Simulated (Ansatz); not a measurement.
1T (CdI2-type) PtSe₂, treated with HSE06-D3(BJ) (plane waves, PAW; Ansatz, a program for electronic structure).

Numerical settings: plane-wave cutoff 500 eV, 12×12×6 k mesh (along the axes of the cell as run), Fermi–Dirac smearing 0.05 eV, scalar-relativistic PAW data made under PBE.

Computed at the level's own relaxed cell.

Task: What does this level give for the equilibrium volume per atom, lattice parameter a and lattice parameter c?

Result: 
- equilibrium volume per atom: 19.07 Å³/atom
- lattice parameter a: 3.717 Å
- lattice parameter c: 4.781 Å

Measured, for comparison: lattice constant a 3.727 Å (temperature not stated, no zero-point or thermal correction; as tabulated in Björkman (2014), arXiv:1406.2436); lattice parameter c 5.074 Å (temperature not stated, zero-point anharmonic expansion removed (computed with revB86b-DF2); no thermal correction; as tabulated in Björkman (2014), arXiv:1406.2436). Computed (rounded) less measured: lattice constant a -0.3 %, lattice parameter c -5.8 %.

Note: exact exchange on metals is sensitive to the k mesh and can open a false gap.

Spin–orbit coupling is not included.

Static lattice: no zero-point or thermal effects.

Computing time: about 2.7 core-hours (a rough figure).
